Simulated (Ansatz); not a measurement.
Basis sets compared for SiH3(NHMe) (CH₇NSi). Total charge 0; singlet. Geometry PBE0-D4/def2-TZVP. Ansatz on 4 threads of Arm Neoverse V2 on a shared host; times are rough, and most runs start from earlier orbitals.

```xyz
10

Si    1.026    0.497    0.816
H     2.488    0.327    0.612
H     0.700    1.953    0.871
H     0.642   -0.063    2.145
N     0.250   -0.301   -0.479
C    -1.178   -0.400   -0.667
H     0.804   -0.759   -1.182
H    -1.532   -1.437   -0.644
H    -1.694    0.130    0.138
H    -1.507    0.052   -1.609
```

B3LYP takes the VWN-RPA correlation.

Binding counts from free atoms (Si triplet, H doublet, N quartet, C triplet) in the same basis, without a counterpoise term.

| level | functions | energy (Eh) | HOMO (eV) | LUMO (eV) | binding per atom (eV) | wall time |
| --- | --- | --- | --- | --- | --- | --- |
| PBE-D4/def2-SVP | 81 | -386.1144 | -5.11 | 0.16 | 3.49 | 0.5 s |
| B3LYP-D4/6-31G | 45 | -386.5070 | -5.97 | 0.92 | 3.29 | 0.4 s |
| PBE0-D4/def2-SVP | 81 | -386.1631 | -6.53 | 1.04 | 3.45 | 0.5 s |

(1) Estimate the rows for PBE-D4/def2-TZVP, B3LYP-D4/def2-TZVP, PBE0-D4/def2-TZVP.

Results:

(1) 
| level | functions | energy (Eh) | HOMO (eV) | LUMO (eV) | binding per atom (eV) | wall time |
| --- | --- | --- | --- | --- | --- | --- |
| PBE-D4/def2-TZVP | 141 | -386.3306 | -5.32 | -0.35 | 3.49 | 0.7 s |
| B3LYP-D4/def2-TZVP | 141 | -386.6526 | -6.47 | 0.23 | 3.49 | 0.9 s |
| PBE0-D4/def2-TZVP | 141 | -386.3754 | -6.68 | 0.49 | 3.45 | 0.95 s |
